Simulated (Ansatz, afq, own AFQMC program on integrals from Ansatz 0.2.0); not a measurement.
Where AFQMC and coupled cluster stand for SiH₂O, triplet

```xyz
4

Si    0.0215   -0.3322    0.5361
O    -0.0861    0.4745   -0.9039
H     0.0358    1.1409    0.8033
H     0.7314    0.5850   -1.3947
```

Connectivity, by distances: SiH–OH.

Basis cc-pVDZ. Only valence electrons are correlated. Ansatz 0.2.0 and our own AFQMC program on the same integrals; the CISD trial comes from CCSD amplitudes, and released means the phaseless constraint is let go. Free AFQMC starts from the CCSD state and is never constrained. Its projection time is finite, and what remains of the start isn't in its error. Uncertainties: one standard error, sampling alone.

Determinant: UHF, the one that the program's search chose, which needn't be the lowest solution. The geometry is a point of a scan.

No full CI on the walks' own integrals is used here; CCSDT(Q) serves as the reference and is uncertain by about the last step of the cluster series.

Cautions: lower spins were not checked.

The T1 diagnostic is 0.0320 and the weight of the determinant in the CISD state is 0.873. The ⟨S²⟩ of the determinant is 2.028. The size of the correlated space is 12 electrons in 36 orbitals.

| level | correlation energy (eV) |
| --- | --- |
| MP2 | -7.1499 |
| CCSD | -7.7502 |
| CCSD(T) | -7.9623 |

Q: Estimate where AFQMC with the constraint released lies against CCSD(T) on the same integrals.

A: 5.5 ± 2.3 kJ/mol below CCSD(T).

Reference: CCSDT(Q), correlation energy -8.010 eV. The released energy is read at 2.40 1/Eh (meV from the phaseless value at times in 1/Eh: 20 ± 18 at 0.24, 0 ± 14 at 0.51, 12 ± 16 at 0.99, 1 ± 20 at 1.62, -8 ± 24 at 2.40).

```json
{"level": "CCSD(T)", "E − E(reference) (kJ/mol)": "4.6", "share of correlation (%)": "99.41"}
{"level": "CCSDT", "E − E(reference) (kJ/mol)": "2.2", "share of correlation (%)": "99.71"}
{"level": "ph-AFQMC/HF", "E − E(reference) (kJ/mol)": "2.4 ± 6.6", "share of correlation (%)": "99.69"}
{"level": "ph-AFQMC/CISD", "E − E(reference) (kJ/mol)": "-0.1 ± 1.5", "share of correlation (%)": "100.02"}
{"level": "released AFQMC", "E − E(reference) (kJ/mol)": "-0.9 ± 2.3", "share of correlation (%)": "100.12"}
{"level": "free AFQMC", "E − E(reference) (kJ/mol)": "-0.7 ± 2.0", "share of correlation (%)": "100.08"}
```

Free projections are given only where their last times agree within the noise and don't stop above the reference; a slow remainder of the start can still hide under it. Released energies are given only where the last usable release times agree within the noise; a slower fall can still hide under it.
